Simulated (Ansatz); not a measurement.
# AlH4PSi: ionisation energy by level of theory

An exercise on one series of results from a longer session: the logs are not shown, and one member is left open.

Method: unrestricted cation, the program's frozen cores in correlated methods; program: Ansatz 0.2.0, Gaussian basis.

Plan: UKS PBE-D4/def2-TZVPP; UKS r2SCAN-D4/def2-TZVPP; UKS PBE0-D4/def2-TZVPP; UKS B3LYP-D4/def2-TZVPP; UKS wB97X-V/def2-TZVPP; UKS wB97M-V/def2-TZVPP; UKS B2PLYP/def2-TZVPP; UHF-CCSD(T)/def2-TZVPP; UHF-MP2/def2-QZVPP; extrapolation to the limit; then −ε(HOMO) from the neutral's earlier runs with LDA (SPW92), PBE-D4, revPBE-D4, BLYP-D4, r2SCAN-D4, B97M-V, PBE0-D4, B3LYP-D4, r2SCANh-D4, r2SCAN0-D4, HSE06-D4, BHLYP-D4, CAM-B3LYP-D4, LC-ωPBE, ωB97X-V, ωB97M-V.

**The geometry**

An earlier PBE0-D4 in a triple-zeta def2 set relaxation fixed the geometry.

SMILES `[AlH]1[SiH2][PH]1`, 7 atoms, charge 0, spin multiplicity 1.

Atoms are counted from 1 here; the program's logs count them from 0.

Bond lengths: Al1–Si2 2.335 Å, Al1–P3 2.313 Å, Al1–H4 1.577 Å, Si2–P3 2.326 Å, Si2–H5 1.487 Å, Si2–H6 1.486 Å, P3–H7 1.448 Å. Angles: Si2–Al1–P3 60.1°, Si2–Al1–H4 158.4°, P3–Al1–H4 140.4°, Al1–Si2–P3 59.5°, Al1–Si2–H5 131.0°, Al1–Si2–H6 117.2°, P3–Si2–H5 117.2°, P3–Si2–H6 106.6°, H5–Si2–H6 110.3°, Al1–P3–Si2 60.4°, Al1–P3–H7 72.5°, Si2–P3–H7 89.4°.

Coordinates:

```
Al   -1.1325   -0.5630   -0.5356
Si    0.3469    1.0055    0.3601
P     0.6273   -1.2629    0.7929
H    -2.2566   -1.1513   -1.4725
H     1.4938    1.7264   -0.2525
H    -0.0334    1.6407    1.6488
H     1.0159   -1.4632   -0.5870
```

The first run:

File in.yaml:

```yaml
crystal:
  periodic: [false, false, false]
  atoms:
    - {symbol: Al, position_ang: [-1.132539, -0.563049, -0.535589]}
    - {symbol: Si, position_ang: [0.346890, 1.005478, 0.360085]}
    - {symbol: P, position_ang: [0.627282, -1.262873, 0.792945]}
    - {symbol: H, position_ang: [-2.256576, -1.151333, -1.472476]}
    - {symbol: H, position_ang: [1.493812, 1.726385, -0.252457]}
    - {symbol: H, position_ang: [-0.033448, 1.640701, 1.648816]}
    - {symbol: H, position_ang: [1.015878, -1.463208, -0.587024]}
basis:
  gaussian: {orbitals: def2-TZVPP}
total_charge: 1
magnetization: {spin_polarized: true, initial_magnetization: 1}
hamiltonian: {xc: pbe, dispersion: d4}
```

Started as:

```bash
> ansatz run in.yaml --threads 2 --pin off --events-out ev --progress --plain --max-ram 4352MiB
```

Steps of the session up to this table: Cation, UKS PBE-D4/def2-TZVPP; Cation, UKS r2SCAN-D4/def2-TZVPP; Cation, UKS PBE0-D4/def2-TZVPP; Cation, UKS B3LYP-D4/def2-TZVPP; Cation, UKS wB97X-V/def2-TZVPP; Cation, UKS wB97M-V/def2-TZVPP; Cation, UKS B2PLYP (frozen core)/def2-TZVPP; Cation, UHF-CCSD(T)/def2-TZVPP; Cation, UHF-MP2/def2-QZVPP.

One of the session's tables, all rows but one given; the rest of the session is left out.

It belongs to the step «Ionisation energies side by side». For comparison, −ε(HOMO) of the neutral from earlier runs:

```
  functional  −ε(HOMO) (eV)
 LDA (SPW92)           5.27
      PBE-D4           5.17
   revPBE-D4           5.13
     BLYP-D4           4.98
   r2SCAN-D4              ?
      B97M-V           5.37
     PBE0-D4           6.07
    B3LYP-D4           5.86
  r2SCANh-D4           5.67
  r2SCAN0-D4           6.18
    HSE06-D4           5.69
    BHLYP-D4           6.82
CAM-B3LYP-D4           7.18
     LC-ωPBE           8.41
     ωB97X-V           8.12
     ωB97M-V           7.92
```

Q: Estimate the row for r2SCAN-D4 from the others.

Worked estimate for «−ε(HOMO) (eV)». Against the share of exact exchange, r2SCANh-D4 (0.1, 5.67), r2SCAN0-D4 (0.25, 6.18) give a slope of 3.40 per unit share; at 0 the line stands at 5.33.

The run gave: −ε(HOMO) (eV): 5.34. In «−ε(HOMO) (eV)» the line misses by -0.01.
